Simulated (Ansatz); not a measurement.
# SiH₃S+ (SMILES [SiH2]=[SH+]): one structure at several levels

An exercise on one series of results from a longer session: the logs are not shown, and one member is left open.

The runs use Ansatz 0.2.0, Gaussian basis; single points in def2-TZVPP.

Cores are frozen in the correlated methods.

### Starting geometry

SMILES `[SiH2]=[SH+]`, 5 atoms, charge 1, spin multiplicity 1.

Atoms are counted from 1 here; the program's logs count them from 0.

Bond lengths: Si1–S2 2.104 Å, Si1–H3 1.503 Å, Si1–H4 1.507 Å, S2–H5 1.319 Å. Angles: S2–Si1–H3 116.0°, S2–Si1–H4 123.3°, H3–Si1–H4 120.6°, Si1–S2–H5 98.6°.

Coordinates:

```csv
atom,x (Å),y (Å),z (Å)
Si1,-0.4416,-0.4798,-0.0849
S2,1.1954,0.5553,0.7366
H3,-0.6519,-1.8826,0.4118
H4,-1.3210,0.0893,-1.1679
H5,1.0316,1.7077,0.1155
```

Set-up of the first run:

File run/in.yaml:

```yaml
crystal:
  periodic: [false, false, false]
  atoms:
    - {symbol: Si, position_ang: [-0.441600, -0.479800, -0.084900]}
    - {symbol: S, position_ang: [1.195400, 0.555300, 0.736600]}
    - {symbol: H, position_ang: [-0.651900, -1.882600, 0.411800]}
    - {symbol: H, position_ang: [-1.321000, 0.089300, -1.167900]}
    - {symbol: H, position_ang: [1.031600, 1.707700, 0.115500]}
basis:
  gaussian: {orbitals: def2-TZVPP}
total_charge: 1
correlation: {method: ccsd_t}
output: {forces: true}
```

No record of the launch command was kept for these runs.

Steps of the session up to this table: CCSD(T)/def2-TZVPP; PBE0-D4/def2-TZVPP; wB97M-V/def2-TZVPP; r2SCAN-D4/def2-TZVPP; PBE-D4/def2-TZVPP; revPBE-D4/def2-TZVPP; r2SCAN0-D4/def2-TZVPP.

One of the session's tables, all rows but one given; the rest of the session is left out.

| method | RMS force component (eV/Å) | angle to CCSD(T) forces (°) |
| --- | --- | --- |
| CCSD(T) | 0.557 | reference |
| PBE0-D4 | 0.606 | 8.5 |
| wB97M-V | ? | ? |
| r2SCAN-D4 | 0.591 | 6.8 |
| PBE-D4 | 0.584 | 19.4 |
| revPBE-D4 | 0.565 | 21.1 |
| r2SCAN0-D4 | 0.623 | 7.9 |

Estimate the missing values for wB97M-V.

As computed: RMS force component (eV/Å): 0.620; angle to CCSD(T) forces (°): 4.4. In the column «RMS force component (eV/Å)» it lies between PBE0-D4 (0.606) and r2SCAN0-D4 (0.623).

Limits of these values: The reference is not at the basis limit: in triple zeta CCSD(T) underbinds, which counts against methods that bind more; the gaps are no ranking.
